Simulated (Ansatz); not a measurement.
**B2+ (doublet): from Hartree-Fock to the top rungs at distance B1–B2 = 4.621 Å, cc-pVTZ**

Aim: climb from Hartree-Fock through coupled cluster and multireference methods for B2+ (doublet) at one geometry and basis, and see what each rung misses.

Computed with Ansatz 0.2.0, Gaussian basis. Level: cc-pVTZ, core rule «outside noble gas», up to 2 orbitals frozen.

The runs, in order: UHF; CCSD(T) on ROHF; CCSD(T) on UHF; BCCD(T) on ROHF; CISD as a restricted active space (open shells left free, so some higher excitations enter); CCSDT(Q) on ROHF; CCSDT(Q) on UHF; CASSCF and MRCISD+Q, 3 electrons in 3 orbitals; CASSCF and NEVPT2, 3 electrons in 3 orbitals; CASSCF and MRCISD+Q, 5 electrons in 8 orbitals; CASSCF and NEVPT2, 5 electrons in 8 orbitals; Full CI.

16 further runs of the same task are left out: 13 that didn't finish, 3 set aside as unsound or not needed. Runs told in other sessions of the task aren't counted.

## (1) The geometry

The geometry derives from a PBE0/def2-TZVP stationary point (not a proven minimum). One bond is set to the value named and the two fragments are kept rigid.

2 atoms, charge 1, spin multiplicity 2.

Atoms are counted from 1 here; the program's logs count them from 0.

No contacts short enough for the rule that draws bonds.

## (2) UHF

in.yaml reads:

```yaml
crystal:
  periodic: [false, false, false]
  atoms:
    - {symbol: B, position_ang: [0.000000, 0.000000, 0.000000]}
    - {symbol: B, position_ang: [0.000000, 0.000000, 4.621000]}
basis:
  gaussian: {orbitals: cc-pVTZ}
total_charge: 1
magnetization: {spin_polarized: true, initial_magnetization: 1}
hamiltonian: {xc: hf}
output: {orbitals: {seedname: orbitals}}
```

Command:

```sh
ansatz run in.yaml --threads 1 --pin off --events-out ev --progress --plain --max-ram 2393MiB
```

After this run come: CCSD(T) on ROHF; CCSD(T) on UHF; BCCD(T) on ROHF; CISD as a restricted active space (open shells left free, so some higher excitations enter); CCSDT(Q) on ROHF; CCSDT(Q) on UHF; CASSCF and MRCISD+Q, 3 electrons in 3 orbitals; CASSCF and NEVPT2, 3 electrons in 3 orbitals; CASSCF and MRCISD+Q, 5 electrons in 8 orbitals; CASSCF and NEVPT2, 5 electrons in 8 orbitals; Full CI.

Before running them: what should the planned runs give, taken together? Wanted: FCI from the RHF energy; RMP2 from FCI; UMP2 from FCI; RCCSD from FCI; RCCSD(T) from FCI; UCCSD(T) from FCI; RCCSDT(Q) from FCI; UCCSDT(Q) from FCI; NEVPT2 pair from FCI.

The runs gave:

| quantity | value |
| --- | --- |
| FCI from the ROHF energy | -3.7096 eV |
| RMP2 from FCI | +123.7 kJ/mol |
| UMP2 from FCI | +126.1 kJ/mol |
| RCCSD from FCI | +10.7 kJ/mol |
| RCCSD(T) from FCI | +2.4 kJ/mol |
| UCCSD(T) from FCI | +2.4 kJ/mol |
| RCCSDT(Q) from FCI | 0.0 kJ/mol |
| UCCSDT(Q) from FCI | 0.0 kJ/mol |
| NEVPT2 pair from FCI | +125.5 kJ/mol |
| MRCISD+Q pair from FCI | -0.3 kJ/mol |
| NEVPT2 valence from FCI | +36.4 kJ/mol |
| levels within 1 kcal/mol (43 meV) | RCCSD(T), UCCSD(T), BCCD(T), RCCSDT, UCCSDT, RCCSDT(Q), UCCSDT(Q), MRCISD+Q pair |
| T1 diagnostic | 0.020 |
| effectively unpaired electrons | 1.21 |

RCCSD(T) lands +2.4 kJ/mol from the yardstick (0.7 % of the correlation energy). MRCISD+Q pair falls below full CI: the +Q correction isn't variational, and the cores differ from full CI's. The occupations show static correlation (1.21 effectively unpaired electrons where one determinant has 1). Of the multireference levels listed MRCISD+Q pair comes nearest in total energy (-0.3 kJ/mol), which doesn't show that its space is the better one. Coupled cluster took another determinant than the lowest Hartree-Fock one. These misses are within one basis, not against nature; the frozen cores of restricted and unrestricted runs differ, which can shift their rows.

Levels on UHF freeze UHF's core orbitals, full CI those of ROHF, so the U rows can settle a little off it for that reason alone.

With open shells the CI space here admits some higher excitations, so it is larger than plain CISD.
